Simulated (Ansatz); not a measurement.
# C2H2N2: the cost of one run

Method: the levels named in each step, in Ansatz 0.2.0.

### 1 The system as given

Bond lengths: C1–N2 1.139 Å, C3–N4 1.137 Å, C1–H5 1.059 Å, C3–H6 1.057 Å. Angles: N2–C1–H5 180.0°, N4–C3–H6 180.0°.

Structure file:

```xyz
6

C     0.0000    0.0000   -2.1699
N     0.0000    0.0000   -3.3085
C     0.0000    0.0000    2.2231
N     0.0000    0.0000    1.0864
H     0.0000    0.0000   -1.1108
H     0.0000    0.0000    3.2798
```

### 2 A rough first relaxation, PBE-D4/def2-SVP

This run stands in another session on the same molecule. It ended at:

```xyz
6

C     0.0000    0.0000   -2.1778
N     0.0000    0.0000   -3.3459
C     0.0000    0.0000    2.2271
N     0.0000    0.0000    1.0625
H     0.0000    0.0000   -1.0810
H     0.0000    0.0000    3.3150
```

### 3 Relaxation, HF/STO-3G

input.yaml

```yaml
crystal:
  periodic: [false, false, false]
  atoms:
    - { symbol: C, position_ang: [0.0, 0.0, -2.17776722] }
    - { symbol: "N", position_ang: [0.0, 0.0, -3.34585539] }
    - { symbol: C, position_ang: [0.0, 0.0, 2.22712006] }
    - { symbol: "N", position_ang: [0.0, 0.0, 1.06251562] }
    - { symbol: H, position_ang: [0.0, 0.0, -1.08101487] }
    - { symbol: H, position_ang: [0.0, 0.0, 3.3150018] }
basis:
  gaussian: { orbitals: STO-3G }
hamiltonian:
  xc: hf
relax:
  f_tol: 0.002
  max_steps: 150
```

Started as:

```bash
$ ansatz run input.yaml --threads 2 --pin off --max-ram 5120MiB --backend cpu --events-out ev --progress --plain --runs-dir out
```

Q: Estimate wall time and peak memory on 2 threads of Intel Xeon 6975P-C (Granite Rapids), shared host.

About 1.3 s, with a peak of 0.1 GiB.
